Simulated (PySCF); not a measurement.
Ligands exchanged one at a time, B Cl-NH2. Isolated molecules, 0 K electronic values unless said otherwise. Strings in code marks are SMILES.

The four lowest singlet excitations (Tamm–Dancoff). These are PBE-D3(BJ)/def2-TZVP // CAM-B3LYP-D3(BJ)/def2-TZVP (PySCF) values and carry that method's errors. Excitations are Tamm–Dancoff values on a coarser integration grid. The basis has no diffuse functions, so Rydberg states are missing or too high.

| state | energy (eV) | wavelength (nm) | oscillator strength |
|---|---|---|---|
| S1 | 6.62 | 187 | 0.000 |
| S2 | 7.24 | 171 | 0.004 |
| S3 | 7.29 | 170 | 0.000 |
| S4 | 7.34 | 169 | 0.025 |

**Question.** Name which member gives these states.
A) `NB(Cl)Cl`
B) `ClB(Cl)Cl`
C) `NB(N)Cl`

**Answer.** A, `NB(Cl)Cl`
